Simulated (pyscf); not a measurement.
This saddle point was located with ωB97X-D3(BJ)/def2-SVP in PySCF.

```xyz
12

C     -1.5959    -0.1490    -0.1213
Sn     0.1309     0.6907    -1.0431
H     -0.0226    -0.9665     0.6077
H     -2.5453     0.4005    -0.0353
H     -1.7616    -1.1891    -0.4145
H     -0.3846     1.8627    -2.2311
H      1.0414     1.6013     0.0879
H      0.9860    -0.5302    -1.8638
N     -1.4957     0.1826     1.8727
H     -1.9725    -0.6168     2.2927
H     -1.8046     1.0459     2.3362
H     -0.4855    -0.0039     1.9412
```
Charge 0, spin multiplicity 1.

Surface: singlet, charge 0. Lowest wavenumbers (cm⁻¹): 1066i, 96, 117, 233, 288.

**Question.** What reaction is this the transition state of?

**Answer.** H₃C–SnH₃ + ammonia (NH₃) <-> H₂N–CH₂–SnH₃ + hydrogen (H₂), a four-centre exchange read from left to right: C–H, H–N broken and C–N, H–H formed. At ωB97M-D3(BJ)/def2-TZVP it lies +113.9 kcal/mol from the left side and +85.3 kcal/mol from the right (each side as separated species at their lowest minima found). On the reactant side the descent ends in a complex (not fully relaxed), 4.0 kcal/mol under the separated species and 120.0 kcal/mol under the saddle at ωB97X-D3(BJ)/def2-TZVP. At ωB97X-D3(BJ)/def2-TZVP the barrier from the zero used here is 116.0 kcal/mol. From the product side, •H₂C–NH₂ + SnH₃• + H₂ lies, by one bond made or cut, 29.6 kcal/mol under this saddle at ωB97M-D3(BJ)/def2-TZVP. The same reactants have a lower exit, to H₃C–SnH: [singlet] + H₂ + NH₃ (barrier +35.8 kcal/mol at ωB97M-D3(BJ)/def2-TZVP, against +113.9 kcal/mol here). H₂N–CH₂–SnH₃ lies 21.0 kcal/mol over its isomer H₃C–SnH₂–NH₂ (electronic energy, ωB97M-D3(BJ)/def2-TZVP). One saddle was located; it need not be the lowest between these sides. Elements past Kr carry the def2 core potentials, without spin-orbit coupling.
